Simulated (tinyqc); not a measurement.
UKS/BLYP in the sto-6g basis, for BH2, spin multiplicity 2, step by step. One step of it, computed by the program tinyqc.

Problem. Iteration 1: building the Kohn-Sham matrix. J_ij = sum D_kl (ij|kl) with D = D(alpha) + D(beta); F = H + J + V_xc; E = tr D H + tr D J / 2 + E_xc + E_nn.

D(alpha) at the start, order 1B 1s, 1B 2s, 1B 2px, 1B 2py, 1B 2pz, 2H 1s, 3H 1s:
$$\begin{pmatrix}
0.008988 & -0.045728 & 0.000000 & 0.000000 & 0.066741 & 0.040421 & 0.040421 \\
-0.045728 & 0.250835 & 0.000000 & 0.000000 & -0.251183 & -0.293653 & -0.293653 \\
0.000000 & 0.000000 & 1.000000 & 0.000000 & 0.000000 & 0.000000 & 0.000000 \\
0.000000 & 0.000000 & 0.000000 & 0.142111 & 0.000000 & -0.300027 & 0.300027 \\
0.066741 & -0.251183 & 0.000000 & 0.000000 & 0.925480 & -0.127788 & -0.127788 \\
0.040421 & -0.293653 & 0.000000 & -0.300027 & -0.127788 & 1.241252 & -0.025587 \\
0.040421 & -0.293653 & 0.000000 & 0.300027 & -0.127788 & -0.025587 & 1.241252
\end{pmatrix}$$

D(beta) at the start, order 1B 1s, 1B 2s, 1B 2px, 1B 2py, 1B 2pz, 2H 1s, 3H 1s:
$$\begin{pmatrix}
0.008988 & -0.045728 & 0.000000 & 0.000000 & 0.066741 & 0.040421 & 0.040421 \\
-0.045728 & 0.250835 & 0.000000 & 0.000000 & -0.251183 & -0.293653 & -0.293653 \\
0.000000 & 0.000000 & 0.000000 & 0.000000 & 0.000000 & 0.000000 & 0.000000 \\
0.000000 & 0.000000 & 0.000000 & 0.142111 & 0.000000 & -0.300027 & 0.300027 \\
0.066741 & -0.251183 & 0.000000 & 0.000000 & 0.925480 & -0.127788 & -0.127788 \\
0.040421 & -0.293653 & 0.000000 & -0.300027 & -0.127788 & 1.241252 & -0.025587 \\
0.040421 & -0.293653 & 0.000000 & 0.300027 & -0.127788 & -0.025587 & 1.241252
\end{pmatrix}$$

core Hamiltonian H = T + V (hartree), order 1B 1s, 1B 2s, 1B 2px, 1B 2py, 1B 2pz, 2H 1s, 3H 1s:
$$\begin{pmatrix}
-13.109985 & -3.254357 & 0.000000 & 0.000000 & -0.008144 & -0.344963 & -0.344963 \\
-3.254357 & -4.036419 & 0.000000 & 0.000000 & -0.076185 & -1.011053 & -1.011053 \\
0.000000 & 0.000000 & -3.241736 & 0.000000 & 0.000000 & 0.000000 & 0.000000 \\
0.000000 & 0.000000 & 0.000000 & -3.355388 & 0.000000 & -0.963440 & 0.963440 \\
-0.008144 & -0.076185 & 0.000000 & 0.000000 & -3.260019 & -0.394116 & -0.394116 \\
-0.344963 & -1.011053 & 0.000000 & -0.963440 & -0.394116 & -2.309512 & -0.086091 \\
-0.344963 & -1.011053 & 0.000000 & 0.963440 & -0.394116 & -0.086091 & -2.309512
\end{pmatrix}$$

Two-electron integrals (ij|kl) in chemists' order, unique and non-zero (hartree):
```
(11|11) 2.924993    (21|11) 0.480756    (21|21) 0.099484    (22|11) 0.743449
(22|21) 0.188967    (22|22) 0.544922    (31|31) 0.021096    (32|31) 0.030854
(32|32) 0.120443    (33|11) 0.743450    (33|21) 0.188967    (33|22) 0.544922
(33|33) 0.587109    (41|41) 0.021096    (42|41) 0.030854    (42|42) 0.120443
(43|43) 0.031641    (44|11) 0.743450    (44|21) 0.188967    (44|22) 0.544922
(44|33) 0.523827    (44|44) 0.587109    (51|51) 0.021096    (52|51) 0.030854
(52|52) 0.120443    (53|53) 0.031641    (54|54) 0.031641    (55|11) 0.743450
(55|21) 0.188967    (55|22) 0.544922    (55|33) 0.523827    (55|44) 0.523827
(55|55) 0.587109    (61|11) 0.051998    (61|21) 0.010444    (61|22) 0.019741
(61|33) 0.019635    (61|41) 0.000764    (61|42) 0.001477    (61|44) 0.019908
(61|51) 0.000307    (61|52) 0.000592    (61|54) 0.000109    (61|55) 0.019679
(61|61) 0.001138    (62|11) 0.152129    (62|21) 0.039501    (62|22) 0.128845
(62|33) 0.124970    (62|41) 0.004243    (62|42) 0.026926    (62|44) 0.134983
(62|51) 0.001702    (62|52) 0.010799    (62|54) 0.004016    (62|55) 0.126581
(62|61) 0.004431    (62|62) 0.046494    (63|31) 0.003701    (63|32) 0.017790
(63|43) 0.004765    (63|53) 0.001911    (63|63) 0.004445    (64|11) 0.144228
(64|21) 0.037905    (64|22) 0.129758    (64|33) 0.123187    (64|41) 0.007088
(64|42) 0.041960    (64|44) 0.141487    (64|51) 0.001359    (64|52) 0.009694
(64|54) 0.005429    (64|55) 0.124598    (64|61) 0.004427    (64|62) 0.054399
(64|64) 0.066818    (65|11) 0.057847    (65|21) 0.015203    (65|22) 0.052044
(65|33) 0.049408    (65|41) 0.001359    (65|42) 0.009694    (65|44) 0.052926
(65|51) 0.004245    (65|52) 0.021678    (65|54) 0.006176    (65|55) 0.053797
(65|61) 0.001776    (65|62) 0.021818    (65|64) 0.025017    (65|65) 0.014478
(66|11) 0.331733    (66|21) 0.087772    (66|22) 0.323755    (66|33) 0.306610
(66|41) 0.009843    (66|42) 0.085550    (66|44) 0.350917    (66|51) 0.003948
(66|52) 0.034313    (66|54) 0.017771    (66|55) 0.313737    (66|61) 0.009970
(66|62) 0.160005    (66|64) 0.201678    (66|65) 0.080890    (66|66) 0.774999
(71|11) 0.051998    (71|21) 0.010444    (71|22) 0.019741    (71|33) 0.019635
(71|41) -0.000764   (71|42) -0.001477   (71|44) 0.019908    (71|51) 0.000307
(71|52) 0.000592    (71|54) -0.000109   (71|55) 0.019679    (71|61) 0.001076
(71|62) 0.003956    (71|64) 0.003654    (71|65) 0.001596    (71|66) 0.008780
(71|71) 0.001138    (72|11) 0.152129    (72|21) 0.039501    (72|22) 0.128845
(72|33) 0.124970    (72|41) -0.004243   (72|42) -0.026926   (72|44) 0.134983
(72|51) 0.001702    (72|52) 0.010799    (72|54) -0.004016   (72|55) 0.126581
(72|61) 0.003956    (72|62) 0.026734    (72|64) 0.024339    (72|65) 0.012273
(72|66) 0.067437    (72|71) 0.004431    (72|72) 0.046494    (73|31) 0.003701
(73|32) 0.017790    (73|43) -0.004765   (73|53) 0.001911    (73|63) 0.002163
(73|73) 0.004445    (74|11) -0.144228   (74|21) -0.037905   (74|22) -0.129758
(74|33) -0.123187   (74|41) 0.007088    (74|42) 0.041960    (74|44) -0.141487
(74|51) -0.001359   (74|52) -0.009694   (74|54) 0.005429    (74|55) -0.124598
(74|61) -0.003654   (74|62) -0.024339   (74|64) -0.020796   (74|65) -0.011024
(74|66) -0.061026   (74|71) -0.004427   (74|72) -0.054399   (74|74) 0.066818
(75|11) 0.057847    (75|21) 0.015203    (75|22) 0.052044    (75|33) 0.049408
(75|41) -0.001359   (75|42) -0.009694   (75|44) 0.052926    (75|51) 0.004245
(75|52) 0.021678    (75|54) -0.006176   (75|55) 0.053797    (75|61) 0.001596
(75|62) 0.012273    (75|64) 0.011024    (75|65) 0.007684    (75|66) 0.031888
(75|71) 0.001776    (75|72) 0.021818    (75|74) -0.025017   (75|75) 0.014478
(76|11) 0.012006    (76|21) 0.003109    (76|22) 0.010171    (76|33) 0.009919
(76|44) 0.010331    (76|51) 0.000237    (76|52) 0.001490    (76|55) 0.010263
(76|61) 0.000332    (76|62) 0.002885    (76|64) 0.003022    (76|65) 0.001477
(76|66) 0.008719    (76|71) 0.000332    (76|72) 0.002885    (76|74) -0.003022
(76|75) 0.001477    (76|76) 0.000238    (77|11) 0.331733    (77|21) 0.087772
(77|22) 0.323755    (77|33) 0.306610    (77|41) -0.009843   (77|42) -0.085550
(77|44) 0.350917    (77|51) 0.003948    (77|52) 0.034313    (77|54) -0.017771
(77|55) 0.313737    (77|61) 0.008780    (77|62) 0.067437    (77|64) 0.061026
(77|65) 0.031888    (77|66) 0.179243    (77|71) 0.009970    (77|72) 0.160005
(77|74) -0.201678   (77|75) 0.080890    (77|76) 0.008719    (77|77) 0.774999
```

nuclear repulsion = 3.50680057 hartree

V_xc(alpha) (hartree), order 1B 1s, 1B 2s, 1B 2px, 1B 2py, 1B 2pz, 2H 1s, 3H 1s:
$$\begin{pmatrix}
-0.550053 & -0.144413 & 0.000000 & 0.000000 & -0.001089 & -0.014634 & -0.014634 \\
-0.144413 & -0.435649 & 0.000000 & 0.000000 & 0.034222 & -0.113516 & -0.113516 \\
0.000000 & 0.000000 & -0.468277 & 0.000000 & 0.000000 & 0.000000 & 0.000000 \\
0.000000 & 0.000000 & 0.000000 & -0.371175 & 0.000000 & -0.121723 & 0.121723 \\
-0.001089 & 0.034222 & 0.000000 & 0.000000 & -0.464926 & -0.048444 & -0.048444 \\
-0.014634 & -0.113516 & 0.000000 & -0.121723 & -0.048444 & -0.522342 & -0.008380 \\
-0.014634 & -0.113516 & 0.000000 & 0.121723 & -0.048444 & -0.008380 & -0.522342
\end{pmatrix}$$

V_xc(beta) (hartree), order 1B 1s, 1B 2s, 1B 2px, 1B 2py, 1B 2pz, 2H 1s, 3H 1s:
$$\begin{pmatrix}
-0.635187 & -0.136987 & 0.000000 & 0.000000 & 0.005637 & -0.014340 & -0.014340 \\
-0.136987 & -0.373336 & 0.000000 & 0.000000 & 0.039879 & -0.107980 & -0.107980 \\
0.000000 & 0.000000 & -0.319961 & 0.000000 & 0.000000 & 0.000000 & 0.000000 \\
0.000000 & 0.000000 & 0.000000 & -0.351328 & 0.000000 & -0.121601 & 0.121601 \\
0.005637 & 0.039879 & 0.000000 & 0.000000 & -0.446677 & -0.047762 & -0.047762 \\
-0.014340 & -0.107980 & 0.000000 & -0.121601 & -0.047762 & -0.523373 & -0.007880 \\
-0.014340 & -0.107980 & 0.000000 & 0.121601 & -0.047762 & -0.007880 & -0.523373
\end{pmatrix}$$

E_xc = sum of w rho eps_xc = -2.84056911 hartree

Give: Coulomb J; F(alpha); F(beta); total energy of this density.

Solution.

Coulomb J (hartree), order 1B 1s, 1B 2s, 1B 2px, 1B 2py, 1B 2pz, 2H 1s, 3H 1s:
$$\begin{pmatrix}
3.5684 & 0.9172 & 0.0000 & 0.0000 & -0.0173 & 0.0957 & 0.0957 \\
0.9172 & 2.9061 & 0.0000 & 0.0000 & -0.0132 & 0.8151 & 0.8151 \\
0.0000 & 0.0000 & 2.8456 & 0.0000 & 0.0000 & 0.0000 & 0.0000 \\
0.0000 & 0.0000 & 0.0000 & 2.9493 & 0.0000 & 0.8825 & -0.8825 \\
-0.0173 & -0.0132 & 0.0000 & 0.0000 & 2.9232 & 0.3535 & 0.3535 \\
0.0957 & 0.8151 & 0.0000 & 0.8825 & 0.3535 & 2.8369 & 0.0630 \\
0.0957 & 0.8151 & 0.0000 & -0.8825 & 0.3535 & 0.0630 & 2.8369
\end{pmatrix}$$

F(alpha) (hartree), order 1B 1s, 1B 2s, 1B 2px, 1B 2py, 1B 2pz, 2H 1s, 3H 1s:
$$\begin{pmatrix}
-10.0916 & -2.4816 & 0.0000 & 0.0000 & -0.0265 & -0.2639 & -0.2639 \\
-2.4816 & -1.5660 & 0.0000 & 0.0000 & -0.0551 & -0.3094 & -0.3094 \\
0.0000 & 0.0000 & -0.8644 & 0.0000 & 0.0000 & 0.0000 & 0.0000 \\
0.0000 & 0.0000 & 0.0000 & -0.7772 & 0.0000 & -0.2027 & 0.2027 \\
-0.0265 & -0.0551 & 0.0000 & 0.0000 & -0.8018 & -0.0891 & -0.0891 \\
-0.2639 & -0.3094 & 0.0000 & -0.2027 & -0.0891 & 0.0051 & -0.0315 \\
-0.2639 & -0.3094 & 0.0000 & 0.2027 & -0.0891 & -0.0315 & 0.0051
\end{pmatrix}$$

F(beta) (hartree), order 1B 1s, 1B 2s, 1B 2px, 1B 2py, 1B 2pz, 2H 1s, 3H 1s:
$$\begin{pmatrix}
-10.1768 & -2.4741 & 0.0000 & 0.0000 & -0.0198 & -0.2636 & -0.2636 \\
-2.4741 & -1.5037 & 0.0000 & 0.0000 & -0.0495 & -0.3039 & -0.3039 \\
0.0000 & 0.0000 & -0.7161 & 0.0000 & 0.0000 & 0.0000 & 0.0000 \\
0.0000 & 0.0000 & 0.0000 & -0.7574 & 0.0000 & -0.2025 & 0.2025 \\
-0.0198 & -0.0495 & 0.0000 & 0.0000 & -0.7835 & -0.0884 & -0.0884 \\
-0.2636 & -0.3039 & 0.0000 & -0.2025 & -0.0884 & 0.0041 & -0.0310 \\
-0.2636 & -0.3039 & 0.0000 & 0.2025 & -0.0884 & -0.0310 & 0.0041
\end{pmatrix}$$

total energy of this density = -7.546791 hartree

This density is the starting one.
